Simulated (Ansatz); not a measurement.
Input file for `C=COCCC`:

```yaml
crystal:
  periodic: [false, false, false]
  atoms:
    - {symbol: C, position_ang: [1.459653, -0.252767, -3.026935]}
    - {symbol: C, position_ang: [0.564062, -0.401337, -2.060479]}
    - {symbol: O, position_ang: [0.729106, 0.110855, -0.824735]}
    - {symbol: C, position_ang: [-0.324631, -0.144882, 0.085787]}
    - {symbol: C, position_ang: [0.014152, 0.491744, 1.410576]}
    - {symbol: C, position_ang: [-1.073993, 0.258901, 2.443900]}
    - {symbol: H, position_ang: [1.272202, -0.686451, -3.998525]}
    - {symbol: H, position_ang: [2.379726, 0.294673, -2.866018]}
    - {symbol: H, position_ang: [-0.362231, -0.952156, -2.218134]}
    - {symbol: H, position_ang: [-1.264004, 0.267038, -0.308265]}
    - {symbol: H, position_ang: [-0.457811, -1.229095, 0.204552]}
    - {symbol: H, position_ang: [0.967108, 0.084335, 1.760803]}
    - {symbol: H, position_ang: [0.169510, 1.563267, 1.254139]}
    - {symbol: H, position_ang: [-2.029494, 0.679368, 2.118460]}
    - {symbol: H, position_ang: [-1.227088, -0.807991, 2.628252]}
    - {symbol: H, position_ang: [-0.816266, 0.724499, 3.396641]}
basis:
  gaussian: {orbitals: def2-TZVPP}
correlation: {method: ccsd_t}
```

```sh
$ ansatz run in.yaml --threads 2 --pin off --events-out ev --progress --plain --max-ram 22528MiB --backend cuda --devices 0, --max-vram 18GiB
```

The program prints (abridged):

```
Functional definition: HF
1921 factors; integrals over basis functions are off by at most 1.1e-3 eV
mean field evaluation 1: about -7345.0297 eV, gradient 4.1e1 eV
mean field evaluation 2: about -7345.3692 eV, gradient 4.1e1 eV
mean field evaluation 4: about -7349.7023 eV, gradient 4.5e0 eV
mean field evaluation 8: about -7349.7666 eV, gradient 3.0e-1 eV
mean field -7349.76709281 eV, -270.0989588098 hartree, gradient 2.5e-6 eV, S^2 0.000000; 0 other end points of the search recorded, 0 dependent functions left out
6 core orbitals not correlated: weight in the atoms' cores, before any rotation towards them, 1.000 or more for the frozen orbitals, at most 0.000 for the correlated occupied ones
reference -7349.76709281 eV, -270.0989588098 hartree; 18, 18 occupied and 302, 302 virtual orbitals, 1921 factors
second order -29.47492742 eV of doubles, -0.00000000 eV of singles
cycle   1  -30.06728186 eV  change   -5.9e-1 eV  update   1.1e-1
cycle   2  -30.77177426 eV  change   -7.0e-1 eV  update   3.4e-2
cycle   3  -30.93262852 eV  change   -1.6e-1 eV  update   1.7e-2
cycle   4  -30.92593306 eV  change    6.7e-3 eV  update   4.4e-3
cycle   5  -30.92488143 eV  change    1.1e-3 eV  update   1.9e-3
cycle   6  -30.92563546 eV  change   -7.5e-4 eV  update   5.2e-4
cycle   7  -30.92535855 eV  change    2.8e-4 eV  update   2.2e-4
cycle   8  -30.92530420 eV  change    5.4e-5 eV  update   7.6e-5
cycle   9  -30.92531245 eV  change   -8.2e-6 eV  update   3.6e-5
perturbative correction -1.26324430 eV, -0.0464233716 hartree
Total energy: -7381.95564956 eV, -271.2818664519 hartree
```

It took 13 s on 2 threads of an AMD EPYC 7R13 on a shared host and a share of an NVIDIA H100 80 GB, with 0.88 GiB of host memory at the peak.

MP2 recovers 91.6 % of the CCSD(T) correlation energy and the triples give 3.9 %; T1 = 0.0112.
